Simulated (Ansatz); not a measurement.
Geometry optimisation, UKS PBE0-D4/def2-SVP (Ansatz 0.2.0).

Input file:

```yaml
crystal:
  periodic: [false, false, false]
  atoms:
    - { symbol: B, position_ang: [0.079339, 0.063475, -0.077119] }
    - { symbol: H, position_ang: [-0.014314, -0.33328, 1.052519] }
    - { symbol: "N", position_ang: [1.277603, -0.009928, -0.781733] }
    - { symbol: H, position_ang: [2.11436, -0.412969, -0.386747] }
    - { symbol: H, position_ang: [1.372289, 0.324865, -1.730468] }
    - { symbol: F, position_ang: [-0.99467, 0.598954, -0.666415] }
    - { symbol: H, position_ang: [-0.032806, -0.231118, 2.914962] }
magnetization:
  spin_polarized: true
  initial_magnetization: 1
basis:
  gaussian: { orbitals: def2-SVP }
hamiltonian:
  xc: pbe0
  dispersion: d4
relax:
  f_tol: 0.03
  max_steps: 50
```

Launched with:

```bash
$ ansatz run input.yaml --threads 1 --pin off --max-ram 2048MiB --backend cpu --events-out ev --progress --plain --runs-dir out
```

Q: Where does it end, and by what steps?

A: The run converged. The force dipped under the threshold on the way, but the program's further checks kept it going. After 8 steps the energy has fallen by 0.061 eV; H7 moved furthest, 1.00 Å.

| step | energy less start (eV) | largest force component (eV/Å) | accepted |
| --- | --- | --- | --- |
| 0 | 0.0000 | 0.360 | yes |
| 1 | -0.0127 | 0.137 | yes |
| 2 | -0.0362 | 0.114 | yes |
| 3 | -0.0397 | 0.456 | yes |
| 4 | -0.0570 | 0.042 | yes |
| 5 | -0.0591 | 0.035 | yes |
| 6 | -0.0599 | 0.006 | yes |
| 7 | -0.0603 | 0.016 | yes |
| 8 | -0.0605 | 0.007 | yes |

```xyz
7
Properties=species:S:1:pos:R:3
B 0.074 0.103 -0.267
H -0.067 -0.264 0.876
N 1.300 0.003 -0.919
H 2.124 -0.377 -0.475
H 1.437 0.305 -1.875
F -0.974 0.618 -0.918
H -0.092 -0.388 3.904
```

Whether the end is a true minimum wasn't checked by a vibrational analysis.

The run took 23 s on 1 thread of Arm Neoverse V1, on a shared host, peak memory 0.14 GiB.
